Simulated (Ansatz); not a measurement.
**Worked example: SnH₂⁺, quartet against SnH2⁺, doublet**

Geometry (PBE0/def2-TZVP stationary point of a doublet), kept for both states (SnH2⁺, doublet: Πu; SnH2⁺, quartet: Πg):

```yaml
atoms:
  - { symbol: Sn, position_ang: [0.0000, 0.0000, 0.0000] }
  - { symbol: H, position_ang: [0.0000, 0.0000, -1.6554] }
  - { symbol: H, position_ang: [0.0000, 0.0000, 1.6554] }
```

Basis def2-TZVP with its core potentials; Ansatz 0.2.0. Only valence electrons are correlated (noble-gas cores and the filled d shells of p-block atoms frozen). R marks a restricted (for open shells ROHF) determinant. No spin–orbit coupling is included; scalar relativity enters through the core potentials alone.

Full CI is exact within this basis and frozen core; it isn't the basis-set limit.

```tsv
level	E(SnH2⁺, doublet) (hartree)	E(SnH2⁺, quartet) (hartree)
RCCSD(T)	-214.245059	-214.041898
PBE	-215.099677	-214.903680
full CI	-214.245595	-214.042255
```

Q: Give the vertical gap, SnH2⁺ quartet less SnH2⁺ doublet, at each level in eV (1 hartree = 27.2114 eV), and each error against full CI.

A: full CI: (-214.042255 − (-214.245595)) × 27.2114 = 5.533 eV (the reference)
PBE: (-214.903680 − (-215.099677)) × 27.2114 = 5.333 eV, error -0.200 eV
RCCSD(T): (-214.041898 − (-214.245059)) × 27.2114 = 5.528 eV, error -0.005 eV

Total energies of functionals can't be set beside those of wave-function methods, since they hold the core's correlation and their own absolute errors; only the differences compare.

Each level lands on the state that its own search finds. T1 diagnostics of restricted CCSD: 0.023 and 0.025.
